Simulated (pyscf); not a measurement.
PySCF, gas phase, ωB97X-D3(BJ)/def2-SVP geometries. MP2 and CC: frozen core, UHF for open shells. ΔMP2 is the change of the MP2 total energy from the triple- to the quadruple-zeta basis.

**Question.** For HN=SiH–Cl (SMILES N=[SiH]Cl) + HF (SMILES F) -> HN=SiH–F (SMILES N=[SiH]F) + HCl (SMILES Cl), a four-centre exchange (singlet surface; Cl–Si, F–H broken, F–Si, Cl–H formed), PBE/def2-TZVP gives ΔE‡ = 2.2 kcal/mol and ΔE = -8.5 kcal/mol (zero: the separated reactants). In which direction and how far do r²SCAN/def2-TZVP, B3LYP-D3(BJ)/def2-TZVP, CCSD(T)/def2-TZVPP + ΔMP2(QZVPP) move these?

**Answer.** r²SCAN: ΔE‡ = 2.7 kcal/mol, ΔE = -9.4 kcal/mol; B3LYP-D3(BJ): ΔE‡ = 6.3 kcal/mol, ΔE = -9.7 kcal/mol; CCSD(T): ΔE‡ = 9.5 kcal/mol, ΔE = -8.7 kcal/mol. PBE's barrier lies under all of them, by 0.4 to 7.3 kcal/mol. Its reaction energy matches one of them and lies within 1.2 kcal/mol of the others. On the reactant side the descent ends in a complex, 4.5 kcal/mol under the separated species and 11.3 kcal/mol under the saddle at ωB97X-D3(BJ)/def2-TZVP. On the product side the descent ends in a complex, 4.4 kcal/mol under the separated species and 19.0 kcal/mol under the saddle at ωB97X-D3(BJ)/def2-TZVP. At ωB97X-D3(BJ) the barrier from the zero used here is 6.9 kcal/mol. HN=SiH–Cl lies 26.4 kcal/mol over its isomer H₂N–Si:–Cl [singlet] (electronic energy, ωB97M-D3(BJ)). HN=SiH–F lies 25.8 kcal/mol over its isomer H₂N–Si:–F [singlet] (electronic energy, ωB97M-D3(BJ)). This is the saddle that the search found; another between the same sides may lie lower. The CCSD(T) − MP2 part came from Ansatz, without density fitting, on the same reference.
